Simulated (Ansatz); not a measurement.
# CH₄NO− (SMILES NC[O-]): one structure at several levels

The task here is to estimate one member of a computed series from the others.

Method: single points in def2-TZVPPD; program: Ansatz 0.2.0, Gaussian basis.

Correlated methods freeze the cores.

### The starting structure

7 atoms, charge -1, spin multiplicity 1.

Atoms are counted from 1 here; the program's logs count them from 0.

Bond lengths: N1–C2 1.481 Å, N1–H4 1.063 Å, N1–H5 1.010 Å, C2–O3 1.376 Å, C2–H6 1.139 Å, C2–H7 1.113 Å. Angles: C2–N1–H4 104.5°, C2–N1–H5 109.3°, H4–N1–H5 100.6°, N1–C2–O3 123.3°, N1–C2–H6 100.9°, N1–C2–H7 108.9°, O3–C2–H6 106.2°, O3–C2–H7 107.8°, H6–C2–H7 108.9°.

Coordinates:

```csv
atom,x (Å),y (Å),z (Å)
N1,-0.4051,0.3481,-0.8232
C2,0.3990,-0.1708,0.3071
O3,-0.1436,-0.5269,1.5204
H4,-1.1153,-0.4188,-1.0183
H5,-1.0125,1.0834,-0.4918
H6,1.0811,0.7186,0.5120
H7,1.0170,-1.0239,-0.0519
```

Set-up of the first run:

Contents of run/in.yaml:

```yaml
crystal:
  periodic: [false, false, false]
  atoms:
    - {symbol: N, position_ang: [-0.405054, 0.348100, -0.823180]}
    - {symbol: C, position_ang: [0.398951, -0.170761, 0.307137]}
    - {symbol: O, position_ang: [-0.143634, -0.526911, 1.520445]}
    - {symbol: H, position_ang: [-1.115339, -0.418784, -1.018349]}
    - {symbol: H, position_ang: [-1.012480, 1.083442, -0.491760]}
    - {symbol: H, position_ang: [1.081118, 0.718585, 0.511975]}
    - {symbol: H, position_ang: [1.016974, -1.023888, -0.051858]}
basis:
  gaussian: {orbitals: "def2-TZVPPD.json"}
total_charge: -1
hamiltonian: {xc: pbe, dispersion: d4}
output: {forces: true}
```

The basis file named in the input lies beside it (Basis Set Exchange, JSON).

Started as:

```sh
ansatz run in.yaml --threads 2 --pin off --events-out ev --progress --plain --max-ram 3481MiB
```

Among the steps run: PBE-D4/def2-TZVPPD; r2SCAN-D4/def2-TZVPPD; PBE0-D4/def2-TZVPPD; wB97M-V/def2-TZVPPD; CCSD(T)/def2-TZVPPD.

One of the session's tables, all rows but one given; the rest of the session is left out.

```
   method  RMS force component (eV/Å)  angle to CCSD(T) forces (°)
   PBE-D4                           ?                            ?
r2SCAN-D4                       1.046                          8.4
  PBE0-D4                       1.073                         11.1
  wB97M-V                       1.063                          5.8
  CCSD(T)                       1.022                    reference
```

**Question.** Estimate the row for PBE-D4.

The run gave: RMS force component (eV/Å): 0.947; angle to CCSD(T) forces (°): 12.0. In the column «RMS force component (eV/Å)» it is the lowest.

To keep in mind: The anion's highest level is positive in at least one run, so there the basis alone may hold the extra electron.
